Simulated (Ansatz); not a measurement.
C2H3FN2. Charge 0, multiplicity 1. The bonds changed during the relaxation, so this is another structure than the one it started from. All single points use the PBE0-D4/def2-TZVP geometry. It is one conformer, not always the lowest.

```xyz
8

N    -0.881    0.664    0.972
C    -0.700   -0.552    0.577
C     0.428   -0.646   -0.356
F     1.220   -1.699   -0.097
N     0.584    0.107   -1.347
H    -1.671    0.895    1.558
H    -0.306    1.449    0.659
H     1.325   -0.218   -1.966
```

Question: What is the dipole moment at r2SCAN/def2-TZVPP? (Best estimate.)

Answer: Ansatz gave: 2.91 D, with components (0.03, 2.73, 1.03) D in this frame, pointing from negative to positive charge.

Question: And with PBE, B3LYP, ωB97M-V? (Estimate.)

Answer: Ansatz gave: PBE 2.88 D, B3LYP 2.91 D, ωB97M-V 2.93 D.

Question: Give the Mulliken charges with r2SCAN, B3LYP, PBE in def2-TZVPP. (Estimate.)

Answer: Ansatz gave: 
```tsv
atom	r2SCAN	B3LYP	PBE
N1	-0.14	-0.12	-0.10
C2	-0.16	-0.16	-0.18
C3	0.29	0.24	0.17
F4	-0.18	-0.19	-0.14
N5	-0.35	-0.29	-0.28
H6	0.21	0.21	0.22
H7	0.16	0.15	0.15
H8	0.17	0.16	0.16
```

B3LYP here is the variant with VWN-RPA as its local correlation; programs differ in this.
